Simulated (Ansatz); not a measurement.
Density of states of Ba₄Ti₃O₁₀ (Fmm2, a = 5.702 Å, b = 29.162 Å, c = 5.723 Å, α = 90.00°, β = 90.00°, γ = 90.00°), in states per eV and primitive cell, averaged over bins of 0.5 eV. All numbers below come from DFT r2SCAN, scalar-relativistic, plane waves, PAW (Ansatz).

Plane waves to 500 eV, a k mesh through Γ of 6×6×6 on the computed 17-atom cell and Gaussian smearing (0.02 eV); no spin polarisation.

The cell is relaxed at this level. The states (both spins) are summed by tetrahedra on a 9×9×9 mesh at the self-consistent density. Energies are bin centres; the table starts no lower than −8 eV and ends at 6 eV, or lower where the solved bands end.

The gap is 2.74 eV at this level, with the zero inside it.

```tsv
E − E_F (eV)	total	O 2p	Ti 3d	Ba 6s	Ba 5p
-5.40	6.26	4.58	0.90	0.03	0.02
-4.90	10.78	7.64	2.35	0.18	0.09
-4.40	13.43	10.06	2.34	0.25	0.23
-3.90	22.86	17.89	3.11	0.14	0.85
-3.40	13.19	10.66	1.59	0.04	0.38
-2.90	11.62	10.06	0.74	0.13	0.18
-2.40	17.87	16.34	0.46	0.14	0.29
-1.90	20.27	18.93	0.39	0.08	0.35
-1.40	3.72	3.59	0.02	0.00	0.03
-0.90	0.00	0.00	0.00	0.00	0.00
-0.40	0.00	0.00	0.00	0.00	0.00
0.10	0.00	0.00	0.00	0.00	0.00
0.60	0.00	0.00	0.00	0.00	0.00
1.10	0.00	0.00	0.00	0.00	0.00
1.60	3.26	0.34	2.79	0.00	0.00
2.10	8.35	1.15	6.71	0.04	0.01
2.60	15.89	2.75	12.04	0.21	0.02
3.10	8.82	1.62	6.20	0.16	0.01
3.60	3.12	0.26	1.90	0.03	0.00
4.10	8.26	0.81	3.89	0.43	0.02
4.60	6.16	0.80	2.55	0.69	0.03
5.10	5.62	0.85	2.09	0.44	0.02
5.60	7.48	1.16	2.62	0.19	0.01
```

The columns after the total are the main Löwdin projections on the occupied valence shells of the potentials; 5 others are left out. The rest of the total lies in those, in shells that are empty in the free atom, which aren't projected, and between the atoms.

Spin-orbit coupling is left out, which matters for the bands of heavy elements.

A ferromagnetic start lost its moments in a first run, so spin was left out; other magnetic orders weren't tried.

Whether Ba4Ti3O10 exists in this form wasn't checked.

Cost: 1 run of about 33 core-minutes, on Intel Xeon Processor @ 2.50GHz (Skylake/Cascade Lake) (shared hosts).